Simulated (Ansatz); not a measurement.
## BO, doublet in cc-pVDZ: errors against full CI

Geometry: a PBE0/def2-TZVP stationary point for this spin.

```xyz
2

B     0.0000    0.0000    0.0000
O     0.0000    0.0000    1.2006
```

Basis cc-pVDZ; Ansatz 0.2.0. Only valence electrons are correlated (noble-gas cores frozen), which leaves 9 electrons in 26 orbitals. R marks a restricted (for open shells ROHF) determinant, U an unrestricted one. Active spaces: valence = (9e, 8o) chosen from the atoms' valence shells.

Full CI is exact within this basis and frozen core; it isn't the basis-set limit. The frozen core follows each run's orbitals, which can shift R against U totals by a few meV.

For open shells CISD and CISDTQ are restricted-active-space CI with the open shells as a complete middle space.

```
UHF ⟨S²⟩                          : 0.804
T1 diagnostic (RCCSD)             : 0.0321
largest doubles amplitude (RCCSD) : 0.066
T1 diagnostic (UCCSD)             : 0.0309
```

```csv
level,E − E(RHF) (eV)
UHF,-0.0980
RMP2,-6.6387
UMP2,-6.6181
RCCSD,-6.7521
UCCSD,-6.7527
RCCSD(T),-7.0003
UCCSD(T),-6.9948
```

(1) Estimate how far full CI in cc-pVDZ lies from RCCSD(T). The table doesn't fix it; the size of (T) and the diagnostics are the guide.

(1) Full CI in cc-pVDZ lies 1.58 mEh below RCCSD(T), which is 17 % of the (T) step (-9.12 mEh). T1 is raised, but (T) still catches most of what CCSD lacks.

The other levels:

```tsv
level	E − E(full CI) (mEh)	share of correlation (%)	wall time
CISD	24.50	90.54	0.61 s
BCCD(T)	1.62	99.37	0.94 s
RCCSDT	0.82	99.69	–
UCCSDT	0.83	99.68	–
CISDTQ	1.20	99.54	2.6 s (H100)
RCCSDT(Q)	0.03	99.99	5.5 s
UCCSDT(Q)	-0.28	100.11	4.8 s
RCCSDTQ	0.00	100.00	10 s (H100)
UCCSDTQ	0.00	100.00	10 s (H100)
CASSCF (valence space)	136.20	47.38	–
NEVPT2 (valence space)	26.02	89.95	1.6 s
MRCISD (valence space)	5.80	97.76	–
MRCISD+Q (valence space)	0.89	99.66	2.4 s
```

The correlation energy at full CI, counted from RHF, is -7.043 eV. That run took 20 s on 5 threads of AMD EPYC 7R13 with a whole H100 80 GB, shared host over 245,880,640 determinants.

Times hold each run's SCF and search for its determinant on a shared host, so for small cases they say little of a method's own cost; rows without a card ran on 1 thread of AMD EPYC 7R13.

More than 5 meV below full CI, which no variational method can be: UCCSDT(Q).

The full-CI state has the irrep A1 of C2v, in the program's axes (one component, if the state is degenerate).

Natural occupations of full CI about the gap: 1.982 1.960 1.928 1.928 0.997 0.061 0.061 0.022 0.012 0.007; effectively unpaired electrons, Σ n²(2−n)², 1.08.

Atomization energy (electronic, same basis, no zero-point term; atoms at the same level, unrestricted beside the R rows where the molecule is a closed shell, with restricted open-shell steps beyond CCSDT(Q)) at full CI: 741.0 kJ/mol. Errors of other levels:

```
                   level  error (kJ/mol)
                     RHF          -192.0
                     UHF          -203.6
                    RMP2            64.5
                    UMP2            62.0
                    CISD           -53.6
                   RCCSD           -22.3
                   UCCSD           -22.7
                RCCSD(T)            -2.7
                UCCSD(T)            -3.4
                 BCCD(T)            -2.8
                  RCCSDT            -2.0
                  UCCSDT            -2.2
                  CISDTQ            -3.1
               RCCSDT(Q)            -0.1
               UCCSDT(Q)             0.5
                 RCCSDTQ            -0.1
                 UCCSDTQ            -0.2
  CASSCF (valence space)            41.6
  NEVPT2 (valence space)            18.0
  MRCISD (valence space)            -7.2
MRCISD+Q (valence space)            -5.5
```

This basis is far from its limit, so the value isn't to be set against a measured one. Truncated CI isn't size-consistent, which counts against it in atomization.
